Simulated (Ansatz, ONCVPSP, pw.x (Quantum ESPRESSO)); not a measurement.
## What a changed setting does to a pw.x run (bcc Mo)

Potential: optimised norm-conserving Vanderbilt (ONCV), ONCVPSP 4.0.1.1 (patched build), LDA (Perdew-Wang 92); core [Ar] 3d10, reference 4s2 4p6 4d5 5s0.5 5p0.5; waves: 4s+5s: rc 1.75 bohr, ncon 4, nbas 8, qcut 8.9 1/bohr, 2 projectors; 4p+5p: rc 2.40 bohr, ncon 3, nbas 7, qcut 5.9 1/bohr, 2 projectors; 4d: rc 2.45 bohr, ncon 4, nbas 9, qcut 6.7 1/bohr, 3 projectors, debl 1.9 Ha; local part: polynomial inside 1.20 bohr (lpopt 5, dvloc0 6 Ha); core correction: Teter function fitted to the true core (icmod 2), fcfact 0.3.

The reference run (k-mesh 15³, cutoffs 65/260 Ry, Fermi–Dirac 0.01 Ry, mixing_beta 0.4, conv_thr 1e-9, no spin) gives 1.14 GPa at 15.067 Å³/atom, where all-electron LAPW gives 0.24 GPa. This run, with its own iteration cap, changes nbnd to 19.

```
&control
  calculation='scf', prefix='x', pseudo_dir='./', outdir='./tmp', tstress=.true., disk_io='none'
/
&system
  ibrav=0, nat=1, ntyp=1, ecutwfc=65, ecutrho=260, nbnd=19,
  occupations='smearing', smearing='fd', degauss=0.01
/
&electrons
  conv_thr=1e-09, mixing_beta=0.4, electron_maxstep=70
/
ATOMIC_SPECIES
Mo 1.0 Mo.UPF
CELL_PARAMETERS angstrom
  -1.55592598 1.55592598 1.55592598
  1.55592598 -1.55592598 1.55592598
  1.55592598 1.55592598 -1.55592598
ATOMIC_POSITIONS crystal
Mo 0.0000 0.0000 0.0000
K_POINTS automatic
15 15 15 0 0 0
```

```bash
pw.x < Mo.scf.in > Mo.scf.out
```

Q: How does the run end?

A: It converges in 10 iterations; the free energy moves by +0.0 meV/atom and the pressure by +0.01 GPa. The result is that of the reference run.

```
Message from routine setup:
     using ibrav=0 with symmetry is DISCOURAGED, use correct ibrav instead
     lattice parameter (alat)  =       5.0927  a.u.
     unit-cell volume          =     101.6772 (a.u.)^3
     number of electrons       =        14.00
     number of Kohn-Sham states=           19
     kinetic-energy cutoff     =      65.0000  Ry
     charge density cutoff     =     260.0000  Ry
     scf convergence threshold =      1.0E-09
     Exchange-correlation= SLA  PW   NOGX NOGC
     number of k points=   120  Fermi-Dirac smearing, width (Ry)=  0.0100
     iteration #  1     ecut=    65.00 Ry     beta= 0.40
     total energy              =    -151.99570152 Ry
     estimated scf accuracy    <       0.15260714 Ry
     iteration #  2     ecut=    65.00 Ry     beta= 0.40
     total energy              =    -152.00238209 Ry
     estimated scf accuracy    <       0.01576005 Ry
     iteration #  3     ecut=    65.00 Ry     beta= 0.40
     total energy              =    -152.00422509 Ry
     estimated scf accuracy    <       0.00092710 Ry
     iteration #  4     ecut=    65.00 Ry     beta= 0.40
     total energy              =    -152.00431348 Ry
     estimated scf accuracy    <       0.00004175 Ry
     iteration #  5     ecut=    65.00 Ry     beta= 0.40
     total energy              =    -152.00430701 Ry
     estimated scf accuracy    <       0.00001191 Ry
     iteration #  6     ecut=    65.00 Ry     beta= 0.40
     total energy              =    -152.00431054 Ry
     estimated scf accuracy    <       0.00000216 Ry
     iteration #  7     ecut=    65.00 Ry     beta= 0.40
     total energy              =    -152.00431058 Ry
     estimated scf accuracy    <       0.00000013 Ry
     iteration #  8     ecut=    65.00 Ry     beta= 0.40
     total energy              =    -152.00431064 Ry
     estimated scf accuracy    <       0.00000007 Ry
     iteration #  9     ecut=    65.00 Ry     beta= 0.40
     total energy              =    -152.00431064 Ry
     estimated scf accuracy    <          7.0E-09 Ry
     iteration # 10     ecut=    65.00 Ry     beta= 0.40
     the Fermi energy is    22.0774 ev
!    total energy              =    -152.00431064 Ry
     estimated scf accuracy    <          3.9E-10 Ry
     smearing contrib. (-TS)   =      -0.00303443 Ry
     The total energy is F=E-TS. E is the sum of the following terms:
     one-electron contribution =     -14.71117041 Ry
     hartree contribution      =      16.94580566 Ry
     xc contribution           =     -32.93943317 Ry
     ewald contribution        =    -121.29647829 Ry
     convergence has been achieved in  10 iterations
          total   stress  (Ry/bohr**3)                   (kbar)     P=       11.53
     Message from routine punch:
     Nothing written, as per user request (disk_io='none')
```

The run took about 59 s on one core of a shared host (Neoverse-N1, 64 threads, 124 GiB, load 60).
